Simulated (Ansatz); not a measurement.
## Smallest direct gap on the k points sampled of antifluorite Mg₂Ge at several levels of theory

No measured value is used here.

```json
[
 {"level (code)": "LDA+SOC (Ansatz)", "value (eV)": "0.83", "cell (Å³/atom)": "21.69"},
 {"level (code)": "BLYP (Ansatz)", "value (eV)": "1.12", "cell (Å³/atom)": "21.69"},
 {"level (code)": "PBE+SOC (Ansatz)", "value (eV)": "0.98", "cell (Å³/atom)": "21.69"},
 {"level (code)": "PBEsol+SOC (Ansatz)", "value (eV)": "0.92", "cell (Å³/atom)": "21.69"},
 {"level (code)": "RPBE (Ansatz)", "value (eV)": "1.14", "cell (Å³/atom)": "21.69"},
 {"level (code)": "CAM-B3LYP (Ansatz)", "value (eV)": "3.97", "cell (Å³/atom)": "21.69"},
 {"level (code)": "HISS (Ansatz)", "value (eV)": "2.02", "cell (Å³/atom)": "21.69"},
 {"level (code)": "HSE06+SOC (Ansatz)", "value (eV)": "1.63", "cell (Å³/atom)": "21.69"},
 {"level (code)": "PBE0+SOC (Ansatz)", "value (eV)": "2.20", "cell (Å³/atom)": "21.69"},
 {"level (code)": "Hartree–Fock (Ansatz)", "value (eV)": "6.50", "cell (Å³/atom)": "22.72"},
 {"level (code)": "G0W0@HSE06 (Ansatz)", "value (eV)": "1.91", "cell (Å³/atom)": "21.69"},
 {"level (code)": "G0W0@PBEsol (Ansatz)", "value (eV)": "1.57", "cell (Å³/atom)": "21.69"}
]
```

At these levels the smallest gap is indirect and lower: LDA+SOC 0.08, BLYP 0.45, PBE+SOC 0.09, PBEsol+SOC 0.03, RPBE 0.17, CAM-B3LYP 2.93, HISS 0.69, HSE06+SOC 0.45, PBE0+SOC 1.04, Hartree–Fock 4.80, G0W0@HSE06 0.80, G0W0@PBEsol 0.58 eV. Computed values are for a static lattice. Levels without +SOC have no spin–orbit coupling; where heavier elements are present it shifts gaps, mostly down, and can invert bands.  G0W0@HSE06, G0W0@PBEsol: filled d or f shells below the valence bands can shift G0W0 gaps through exchange with them, which wasn't tested here. G0W0@HSE06: GW on a hybrid start was not checked against another program. G0W0@PBEsol: a quasiparticle level at a band edge is in doubt. Values are at the measured cell; Hartree–Fock at the level's own equilibrium cell. Cutoffs and k meshes differ between the levels. Ansatz's density-functional and Hartree–Fock values are scalar-relativistic unless marked +SOC, with PAW data made under PBE.

Ansatz is a first-principles code.
